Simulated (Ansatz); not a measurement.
## HAl–AlH, singlet: twist scan

Starting geometry (PBE0/def2-TZVP stationary point for this spin, not checked as a minimum):

```yaml
atoms:
  - { symbol: Al, position_ang: [0.0000, -0.1535, 1.3084] }
  - { symbol: Al, position_ang: [0.0000, 0.1535, -1.3084] }
  - { symbol: H, position_ang: [0.0000, 1.1439, 2.2825] }
  - { symbol: H, position_ang: [0.0000, -1.1439, -2.2825] }
```

From there one end is turned about the bond, all else rigid; atoms are numbered as listed. Energies are in eV, counted from the starting geometry at the same level.

Basis 6-31G; Ansatz 0.2.0. Only valence electrons are correlated (noble-gas cores frozen). R marks a restricted (for open shells ROHF) determinant. Active spaces: valence = (8e, 10o) chosen from the atoms' valence shells.

Runs in a small pair space aren't shown, since their orbitals change along the scan. The reference follows the lowest state, whose symmetry changes from Ag to A1 between 0.0 and 180.0.

Full CI is exact within this basis and frozen core; it isn't the basis-set limit.

```
twist about Al1-Al2 (°)  full CI  unpaired electrons (full CI)  error CISD  error RCCSD  error RCCSD(T)  error RCCSDT(Q)  error RCCSDTQ  error MRCISD+Q (valence space)
                    0.0    0.000                          0.28       0.000        0.000           0.000            0.000          0.000                           0.000
                   17.3    0.005                          0.28       0.001        0.001           0.000            0.000          0.000                           0.000
                   33.0    0.021                          0.29       0.005        0.002           0.001            0.000          0.000                           0.000
                   46.7    0.045                          0.30       0.011        0.005           0.002            0.000          0.000                           0.000
                   57.1    0.072                          0.32       0.016        0.007           0.003            0.000          0.000                           0.000
                   72.7    0.129                          0.35       0.027        0.012           0.004            0.000          0.000                           0.000
                   90.0    0.222                          0.41       0.042        0.019           0.007            0.000          0.000                           0.000
                  120.0    0.459                          0.59       0.084        0.040           0.015            0.000          0.000                           0.001
                  150.0    0.756                          1.02       0.157        0.079           0.032            0.000          0.000                           0.002
                  180.0    0.923                          1.45       0.229        0.124           0.049           0.000*         0.000*                           0.004
```

An asterisk marks runs whose energy the program itself flagged as in doubt.

Unpaired electrons are Σ n²(2−n)² over natural occupations. Errors are those of relative energies. In total energy the starting point itself misses full CI by: CISD 0.305, RCCSD 0.106, RCCSD(T) 0.036, RCCSDT(Q) 0.002, RCCSDTQ 0.000, MRCISD+Q (valence space) 0.010 eV.

Spread of the error over the points with a reference, to 180.0 ° (largest less smallest): RCCSDTQ 0.000, RCCSDT(Q) 0.000, MRCISD+Q (valence space) 0.004, RCCSD(T) 0.049, RCCSD 0.124, CISD 0.229 eV.
